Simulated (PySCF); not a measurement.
BF: frontier orbitals

B2PLYP at R = 1.289 Å; B aug-cc-pVDZ, F aug-cc-pVDZ; no relativity (PySCF 2.14). State: ¹Σ⁺ (singlet), closed shell. Only the outer orbitals are listed, counted within each symmetry.

```csv
orbital,occ.,ε (eV),on B (%),main shells (%)
3σ,2,-39.85,10,88 F s
4σ,2,-19.53,20,"73 F p, 13 B s"
1π,2,-16.74,7,93 F p
1π,2,-16.74,7,93 F p
5σ,2,-9.28,96,"72 B s, 23 B p"
2π,0,-0.06,106,106 B p
2π,0,-0.06,106,106 B p
```

Question: Which are the highest filled and the lowest empty level, where do they sit, and how wide is the gap?

Answer: Highest filled 5σ at -9.28 eV (in %: 72 B s, 23 B p); lowest empty 2π at -0.06 eV (in %: 106 B p); the gap at B2PLYP is 9.22 eV.

- bond order (Mayer): 1.17
- ⟨S²⟩: 0.000
- charge on B (Mulliken, basis-dependent): 0.22
- charge on B (Löwdin, basis-dependent): 0.39
- dipole moment (positive dipole means B(−)F(+)): 0.79 D

Shares are Mulliken populations and can fall outside 0 to 100 %.

Correlated steps freeze 2 core orbitals. B2PLYP dipoles, levels and charges come from its SCF part alone.
